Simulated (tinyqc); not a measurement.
Starting guesses with DIIS over 6 matrices: SCF starting guesses in the sto-6g basis, for H2O+, spin multiplicity 2. Computed by the program tinyqc with PySCF. 

Geometry (angstrom):
```
atom       x        y       z
O     0.0000   0.0000  0.0000
H     0.0000   0.9240  0.6730
H     0.0000  -0.9240  0.6730
```

lowest solution found by these runs and by PySCF with stability checks = -75.360930 hartree

UHF with one setting changed at a time; a run stops when the energy changes by less than 1e-09 hartree and the error matrix is below 1e-5. Starts: the lowest orbitals of the core Hamiltonian, of the Wolfsberg-Helmholz matrix (K = 1.75), projected atomic densities, random orbitals, and the highest orbitals of the core Hamiltonian (a deliberately bad start).

Largest element of the error matrix X^T (FDS - SDF) X:
```
iteration     core  Wolfsberg-Helmholz  atomic densities   random  highest core orbitals
1          2.4e-01             2.1e-01           4.2e-01  6.7e+00                1.9e-01
2          2.3e-02             5.6e-02           1.1e-01  2.6e-01                2.4e-01
3          1.0e-02             1.2e-02           1.3e-02  4.5e-02                2.3e-01
4          4.1e-03             4.5e-03           4.6e-03  3.6e-02                2.3e-01
5          2.2e-03             2.4e-03           2.8e-03  2.8e-02                2.3e-01
6          1.1e-03             1.2e-03           7.5e-04  2.4e-02                1.8e-01
8          2.5e-05             2.0e-05           1.8e-05  9.1e-03                3.5e-02
10         1.6e-06             1.2e-06           1.3e-06  1.1e-03                1.3e-03
14               -                   -                 -  3.2e-05                2.3e-07
```

How each run ends:
```
run                    iterations  E (hartree)         state
core                           10   -75.360930  lowest found
Wolfsberg-Helmholz             10   -75.360930  lowest found
atomic densities               10   -75.360930  lowest found
random                         16   -75.360930  lowest found
highest core orbitals          14   -75.128328        higher
```

4 of 5 runs reach the lowest solution found, in 10 to 16 iterations (fastest: core, Wolfsberg-Helmholz, atomic densities). Ending on a higher stationary point: highest core orbitals; a small error matrix cannot reveal that, and an occupation fixed by the start is kept by symmetry or by the shape of the basin. The first errors are 2e-01, 2e-01, 4e-01, 7e+00, 2e-01; the deliberately bad start has the smallest one, so a small first error does not mark a good start.
